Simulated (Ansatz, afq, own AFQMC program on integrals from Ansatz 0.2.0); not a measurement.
## Where AFQMC and coupled cluster stand for As, quartet

A free As atom.

Basis cc-pVQZ. Only valence electrons are correlated. AFQMC by an in-house program on the Cholesky factors that Ansatz 0.2.0 writes for its CCSD(T) run. The CISD trial takes its coefficients from CCSD amplitudes. Released means that phaseless walkers are propagated on without the constraint, phases kept. Free projection: walkers drawn from exp(T), propagated without any constraint. Its projection time is finite, and what remains of the start isn't in its error. ± is one standard error of the sampling. No spin–orbit coupling.

Determinant: ROHF, the one that the program's search chose, which needn't be the lowest solution.

No full CI on the walks' own integrals is used here; CCSDT(Q) serves as the reference and is uncertain by about the last step of the cluster series.

Cautions: no relativity below Rb; no spin-orbit coupling; inner d shell frozen.

The T1 diagnostic is 0.0046. The weight of the determinant in the CISD state is 0.946 and the size of the correlated space is 5 electrons in 54 orbitals.

| level | correlation energy (eV) |
| --- | --- |
| MP2 | -2.1010 |
| CCSD | -2.4430 |
| CCSD(T) | -2.5359 |

(1) Estimate where AFQMC with the constraint released lies against CCSD(T) on the same integrals.

(1) 1.8 ± 0.07 kJ/mol below CCSD(T).

Reference: CCSDT(Q), correlation energy -2.554 eV. The released energy is read at 1.50 1/Eh (meV from the phaseless value at times in 1/Eh: -0.9 ± 0.7 at 0.24, -1.1 ± 0.7 at 0.50, -1.5 ± 0.7 at 1.00, -2.7 ± 0.7 at 1.50).

```csv
level,E − E(reference) (kJ/mol),share of correlation (%)
CCSD(T),1.7,99.31
CCSDT,0.3,99.90
ph-AFQMC/HF,0.3 ± 1.1,99.89
ph-AFQMC/CISD,0.2 ± 0.08,99.93
released AFQMC,-0.1 ± 0.07,100.04
free AFQMC,0.0 ± 0.08,100.00
```

Free projections are given only where their last times agree within the noise and don't stop above the reference; a slow remainder of the start can still hide under it. A walk keeps the symmetry of its determinant, which the program's search chose and which needn't be the lowest solution, so a lower state of the same spin and another symmetry isn't excluded. Released energies are given only where the last usable release times agree within the noise; a slower fall can still hide under it.
